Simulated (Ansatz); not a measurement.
**Cs₂Rb: from a trial structure to a relaxed crystal**

The calculation used DFT PBE, scalar-relativistic, plane waves, PAW in Ansatz. Cutoff 420 eV, Γ-centred k mesh, Gaussian smearing, no spin polarisation in the final step.

Cs₂Rb was placed on the cubic Laves (C15) structure type (Fd-3m, No. 227), with Rb in place of Mg, Cs in place of Cu, at a guessed volume.

```xyz
6
Lattice="0.0000 5.1058 5.1058 5.1058 0.0000 5.1058 5.1058 5.1058 0.0000" Properties=species:S:1:pos:R:3 pbc="T T T"
Cs    6.3823    6.3823    6.3823
Cs    6.3823    3.8294    3.8294
Cs    3.8294    3.8294    6.3823
Cs    3.8294    6.3823    3.8294
Rb    0.0000    0.0000    0.0000
Rb    2.5529    2.5529    2.5529
```

Cell and atoms relax at zero pressure; the relaxation can't lower the symmetry of the start. After a coarse first stage the cell is made exact in the group found at 0.06 Å.

Formation energies are uncorrected and refer to the elements' standard structures at the same level.

Question: Describe the relaxed structure.

Answer: It keeps Fd-3m (No. 227). The result has the cubic Laves (C15) structure. Conventional cell: a = 13.925 Å. Cs is coordinated by 6 Cs at 4.92 Å and 6 Rb at 5.77 Å; around Rb lie 12 Cs at 5.77 Å and 4 Rb at 6.03 Å.

```xyz
6
Lattice="0.0000 6.9624 6.9624 6.9624 0.0000 6.9624 6.9624 6.9624 0.0000" Properties=species:S:1:pos:R:3 pbc="T T T"
Cs    8.7031    8.7031    8.7031
Cs    8.7031    5.2218    5.2218
Cs    5.2218    5.2218    8.7031
Cs    5.2218    8.7031    5.2218
Rb    0.0000    0.0000    0.0000
Rb    3.4812    3.4812    3.4812
```

Question: What are its volume, energy, density and gap?

Answer: The volume per atom is 112.50 Å³ and the density is 1.73 g/cm³. The energy over the elements is 0.05 eV/atom and the gap on the 6×6×6 mesh is 0 eV (a metal).

The final run used a 6×6×6 mesh on its 6-atom cell and 0.10 eV smearing. The k mesh leaves about 4 meV/atom of noise in metals. A structure relaxed within its symmetry needn't be a true minimum.

Cost: 4 runs of about 4.5 core-minutes in all, on Arm Neoverse V1 (shared hosts).